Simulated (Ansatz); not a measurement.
Body-centred tetragonal In, treated with r²SCAN (plane waves, PAW; Ansatz, a program for electronic structure).

The input as run:

Ansatz 0.2 input:
```yaml
crystal:
  lattice:
    - [-1.6231528474, 1.6231528474, 2.4931279464]
    - [1.6231528474, -1.6231528474, 2.4931279464]
    - [1.6231528474, 1.6231528474, -2.4931279464]
  atoms:
    - { symbol: In, position: [0.0, 0.0, 0.0] }
basis:
  ecutwfc: 560
  ecutrho_ratio: 4
  xc_grid: 3
kpoints:
  mp_grid: { grid: [24, 24, 24] }
hamiltonian:
  xc: r2scan
  dispersion: none
  pseudopotentials: { kind: paw }
scf:
  occupations: { method: fermi_dirac, width: 0.05 }
  convergence: { dr2_threshold: 0.0000000001 }
output:
  forces: false
  stress: true
  eigenvalues: true
```

Output (set-up and result lines):

```
Crystal: 1 atoms, lattice volume = 26.274 Å³
Basis set: ecut = 560 eV, 781 PW (Γ), exchange–correlation on 81×81×81 points (27 copies of the dense FFT grid, shifted against one another)
Bands: 11, of which v1, the nominal top of the filled ones, is band 7 counted from 1 (6 counted from 0)
Symmetry: 16 space group operations
Space group: I4/mmm (ITA 139), of the structure as read, at distance tolerance 3.0e-5 Å
k-points: 1063 of 13824
Functional: x = r2scan, c = r2scan; τ floored in thin density (d = 2e-4 eV/Å³)
SCF iter   1: F=—  HF=-5611.817950 eV  |F-HF|=—  |Δ(HF+E_count)|=         —  Δρ=7.93e-3  dr2=8.63e-3  dr2_τ=1.30e-3
SCF iter   2: F=—  HF=-5611.821857 eV  |F-HF|=—  |Δ(HF+E_count)|=   3.91e-3  Δρ=3.57e-3  dr2=1.76e-3  dr2_τ=8.17e-5
  ...
SCF iter   6: F=—  HF=-5611.821866 eV  |F-HF|=—  |Δ(HF+E_count)|=   9.67e-8  Δρ=3.32e-6  dr2=3.31e-9  dr2_τ=4.48e-11
SCF iter   7: F=-5611.821866 eV  HF=-5611.821866 eV  |F-HF|=7.28e-12  |Δ(HF+E_count)|=   4.33e-9  Δρ=4.75e-7  dr2=3.31e-11  dr2_τ=1.77e-12
SCF 1 converged in 7 iterations: F = -5611.821866 eV  dr2 = 3.31e-11
SCF converged after 7 iterations
Free energy (F): -5611.821866 eV
Internal energy: -5611.819009 eV  (E = F + TS)
E sigma→0 (E₀):  -5611.820438 eV
Fermi energy:    10.158185 eV
--- Stress (GPa, compression-positive) ---
       -0.019105      -0.000000      -0.000000
       -0.000000      -0.019105       0.000000
       -0.000000       0.000000      -0.011192
  P = ⅓ Tr σ = -0.0165 GPa (-0.165 kbar)
```

The PAW data were made under PBE.
